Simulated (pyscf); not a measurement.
Optimised with ωB97X-D3(BJ)/def2-SVP in PySCF.

H₃C–Al(OH)–OH + H• → •H₂C–Al(OH)–OH + H₂
Surface: doublet. Broken: C–H. Formed: H–H. Give ΔE‡ and ΔE from PBE0-D3(BJ)/def2-TZVP, relative to the separated reactants.

ΔE‡ = 31.9 kJ/mol, ΔE = -3.9 kJ/mol. ωB97M-D3(BJ)/def2-TZVP gives 43.1 kJ/mol and -8.4 kJ/mol. Zero-point energy shifts the barrier by -5.2 kJ/mol. It is a hydrogen abstraction, with an imaginary mode of 1445i cm⁻¹. This is the saddle that the search found; another between the same sides may lie lower. The angle at the transferred H is 172°.
